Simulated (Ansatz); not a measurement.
# CH2N: the cost of one run

Program: Ansatz 0.2.0. Level of theory: the levels named in each step. These are calculated values, not measurements.

**1. The system as given**

Bond lengths: C1–N2 1.133 Å, C1–H3 1.075 Å, N2–H4 1.016 Å. Angles: C1–N2–H4 180.0°, N2–C1–H3 180.0°.

Structure file:

```xyz
4

C     0.0000    0.0000   -0.5518
N     0.0000    0.0000    0.5813
H     0.0000    0.0000   -1.6263
H     0.0000    0.0000    1.5968
```

**2. A rough first relaxation, PBE-D4/def2-SVP**

This run stands in another session on the same molecule. It ended at:

```xyz
4

C     0.0000    0.0000   -0.5568
N     0.0000    0.0000    0.5927
H     0.0000    0.0000   -1.6599
H     0.0000    0.0000    1.6240
```

**3. Relaxation, PBE0-D4/def2-TZVPP**

This run stands in another session on the same molecule. It ended at:

```xyz
4

C     0.0000    0.0000   -0.5472
N     0.0000    0.0000    0.5814
H     0.0000    0.0000   -1.6297
H     0.0000    0.0000    1.5956
```

**4. Relaxation, CCSD(T)/cc-pV(T+d)Z**

File input.yaml:

```yaml
crystal:
  periodic: [false, false, false]
  atoms:
    - { symbol: C, position_ang: [0.0, 0.0, -0.54721465] }
    - { symbol: "N", position_ang: [0.0, 0.0, 0.58138601] }
    - { symbol: H, position_ang: [0.0, 0.0, -1.62973037] }
    - { symbol: H, position_ang: [0.0, 0.0, 1.59555901] }
total_charge: 1
basis:
  gaussian: { orbitals: "cc-pV(T+d)Z.json" }
correlation:
  method: ccsd_t
relax:
  f_tol: 0.002
  max_steps: 40
```

Command:

```console
$ ansatz run input.yaml --threads 2 --pin off --max-ram 5120MiB --backend cpu --events-out ev --progress --plain --runs-dir out
```

Q: Estimate wall time and peak memory on 2 threads of AMD EPYC 7R43 (Zen 3), shared host.

About 32 s, with a peak of 0.39 GiB.
